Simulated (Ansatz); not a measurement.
C$_{2}$H$_{4}$N$_{2}$S$_{2}$ (`NC(=S)C(N)=S`), relaxed with RKS PBE-D4/def2-SVP in Ansatz 0.2.0 from a rough embedded geometry. The force threshold is 0.03 eV/Å; the program also tests the step.

Charge 0, multiplicity 1.

Start:

```xyz
10

N     0.562    0.363    1.656
C     0.094    0.592    0.430
S    -0.267    2.101   -0.130
C    -0.093   -0.592   -0.431
N    -0.562   -0.363   -1.656
S     0.271   -2.101    0.128
H     0.714    1.124    2.295
H     0.760   -0.596    1.920
H    -0.716   -1.125   -2.294
H    -0.763    0.595   -1.918
```

```csv
step,energy (eV),largest force (eV/Å),largest move (Å)
1,-26764.8924,1.100,0.000
2,-26764.9857,0.431,0.035
3,-26765.0071,0.221,0.026
4,-26765.0092,0.044,0.009
5,-26765.0098,0.021,0.013
```

End:

```xyz
10

N     0.561    0.371    1.651
C     0.089    0.630    0.428
S    -0.285    2.151   -0.158
C    -0.089   -0.630   -0.428
N    -0.561   -0.371   -1.651
S     0.285   -2.151    0.158
H     0.720    1.132    2.311
H     0.745   -0.624    1.869
H    -0.720   -1.132   -2.311
H    -0.745    0.624   -1.869
```

It took 8.5 s on 4 threads of an Arm Neoverse V1 on a shared host, with 0.16 GiB of host memory at the peak.
